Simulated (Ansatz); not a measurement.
Rock-salt MgS was calculated with LDA (Ansatz, a program for electronic structure, plane waves, PAW).

Run with plane-wave cutoff 520 eV, 12×12×12 k mesh, perturbation theory, force constants from a 4×4×4 q mesh, scalar-relativistic PAW data made under PBE.

### Question
Predict the dielectric constant ε0 (ions relaxed), zero-point energy, electronic dielectric constant ε∞, TO(Γ) frequency and LO(Γ) frequency.

### Answer

* **dielectric constant ε0 (ions relaxed)**: 14.3
* **zero-point energy**: 0.043 eV/atom
* **electronic dielectric constant ε∞**: 5.58
* **TO(Γ) frequency**: 252 cm⁻¹
* **LO(Γ) frequency**: 404 cm⁻¹

Measured, for comparison: zone-centre TO phonon frequency 240 cm⁻¹ (temperature not stated, no zero-point or thermal correction; as tabulated in Chmeruk and Núñez-Valdez (2023), arXiv:2212.11645). Computed (rounded) less measured: zone-centre TO phonon frequency +5 %.
